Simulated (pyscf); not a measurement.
`[CH3][GaH2]` + `[H][H]` -> `[CH3][GaH2]` + `[H][H]` (four-centre exchange; singlet surface; Ga–H, H–H broken, Ga–H, H–H formed). Optimised with ωB97X-D3(BJ)/def2-SVP in PySCF. Energies in eV from the separated reactants.

```
level                   barrier  reaction energy
----------------------  -------  ---------------
ωB97X-D3(BJ)/def2-TZVP        ?             0.00
PBE/def2-TZVP              0.87             0.00
B3LYP-D3(BJ)/def2-TZVP     1.10             0.00
PBE0-D3(BJ)/def2-TZVP      0.94             0.00
M06-2X/def2-TZVP           1.17             0.00
ωB97M-D3(BJ)/def2-TZVP        ?             0.00
```

### Question
Fill in the missing entries.

### Answer

- ωB97X-D3(BJ)/def2-TZVP, barrier: 1.14
- ωB97M-D3(BJ)/def2-TZVP, barrier: 1.14

The functionals in the table span 0.30 eV in this barrier, from PBE to M06-2X. At the saddle there is also a short Ga–H contact that neither side keeps. One saddle was located; it need not be the lowest between these sides. Elements up to Kr have no core potential and no relativistic terms here.
